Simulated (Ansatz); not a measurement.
Na₂O, relaxed as a singlet with RKS PBE-D4/def2-TZVP in Ansatz, starting from the GFN1-xTB geometry. Force threshold 0.02 eV/Å.

The structure comes from a short search, and lower isomers may exist.

Start:

```xyz
3

Na   -0.930   -0.671   -1.226
Na    0.929    0.163    1.388
O     0.001    0.508   -0.162
```

| step | energy (eV) | largest force component (eV/Å) | SCF passes |
| --- | --- | --- | --- |
| 1 | -10871.1948 | 2.287 | 26 |
| 2 | -10871.4493 | 1.206 | 28 |
| 3 | -10871.5831 | 0.028 | 29 |
| 4 | -10871.5840 | 0.037 | 28 |
| 5 | -10871.5851 | 0.020 | 28 |

Force components are those of the run's own axes.

End:

```xyz
3

Na   -1.0854   -0.6462   -1.4747
Na    1.0851    0.3276    1.5766
O     0.0003    0.3186   -0.1019
```

By distances, no bond broke or formed, bridged metal pairs apart. The bond that changes most is Na2–O3, from 1.84 to 2.00 Å (atoms count from 1). Metal–metal contacts that move far: Na1–Na2 3.31 to 3.87 Å. The end is the same structure that another start reached, the lowest one found.

No frequencies were taken in this run, so the end may be a saddle point.

Run time 3.3 s (4 threads of Arm Neoverse V2 on a shared host).
